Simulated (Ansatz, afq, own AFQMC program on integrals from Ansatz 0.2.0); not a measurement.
Where AFQMC and coupled cluster stand for CO⁺, doublet

```yaml
atoms:
  - { symbol: O, position_ang: [0.0000, 0.0000, 0.0000] }
  - { symbol: C, position_ang: [0.0000, 0.0000, 1.1955] }
```

Basis 6-31G. Noble-gas cores (and the filled d shells of Ga–Kr and In–Xe) are frozen. Ansatz 0.2.0 and our own AFQMC program on the same integrals; the CISD trial comes from CCSD amplitudes, and released means the phaseless constraint is let go. ± is one standard error of the sampling.

Determinant: UHF, the one that the program's search chose, which needn't be the lowest solution. The geometry is a PBE0/def2-TZVP stationary point of this or a neighbouring charge and spin state.

Full CI on the same integrals is exact in this basis and with this determinant's frozen core.

Cautions: strong correlation (T1 0.090, weight of the determinant 0.76, largest double 0.13); unrestricted determinant spin contaminated (⟨S²⟩ 1.37 against 0.75); CCSD(T) is in doubt: in a space of 9 electrons in 8 natural orbitals full CI lies 121 meV below it; the released energies have errors that jump between times, so the bars are unsure, so no released level is given (meV from the phaseless value at times in 1/Eh: -12 ± 5 at 0.24, -28 ± 4 at 0.51, -32 ± 3 at 0.99, -49 ± 12 at 1.62, -40 ± 3 at 2.40); the ph-AFQMC/HF walk drifts between its halves (2.2 errors).

The T1 diagnostic is 0.0897, the weight of the determinant in the CISD state is 0.760 and the ⟨S²⟩ of the determinant is 1.374. The size of the correlated space is 9 electrons in 16 orbitals.

Reference: full CI, correlation energy -5.991 eV. The cautions show a poor starting determinant, so the rows tell how each method copes with it here, and full CI is the sure value.

```csv
level,E − E(reference) (meV),share of correlation (%)
HF,5991.2,0.00
MP2,1385.9,76.87
CCSD,338.0,94.36
CCSD(T),157.0,97.38
CCSDT,37.2,99.38
CCSDT(Q),-22.1,100.37
CCSDTQ,5.6,99.91
ph-AFQMC/HF,-48.8 ± 21.9,100.81
ph-AFQMC/CISD,23.6 ± 5.0,99.61
```

CCSDT and higher add their correlation energy to the determinant of the CCSD(T) run, since their own runs factorise the integrals more tightly (a shift of under 2 meV). A walk keeps the symmetry of its determinant, which the program's search chose and which needn't be the lowest solution, so a lower state of the same spin and another symmetry isn't excluded.
